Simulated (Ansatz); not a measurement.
Ansatz (a first-principles code) input (SVWN5/6-31G*):

Ansatz 0.2 input:
```yaml
crystal:
  periodic: [false, false, false]
  atoms:
    - {symbol: C, position_ang: [-0.03415619, 1.19399997, -0.12080902]}
    - {symbol: S, position_ang: [-0.02347166, -0.61225806, 0.14914978]}
    - {symbol: H, position_ang: [1.25486952, -0.89535581, -0.19243828]}
    - {symbol: H, position_ang: [-1.07686297, 1.49906130, -0.05446919]}
    - {symbol: H, position_ang: [0.53441517, 1.62178100, 0.70286010]}
    - {symbol: H, position_ang: [0.40044527, 1.43812083, -1.08501611]}
    - {symbol: H, position_ang: [-0.53238339, -1.03147827, -1.03247883]}
basis:
  gaussian:
    orbitals: 6-31G*
hamiltonian:
  xc: {name: SVWN5}
total_charge: 1
output: {forces: true}
```

Problem. Predict the final energy.

Solution. -437.19858 Eh.
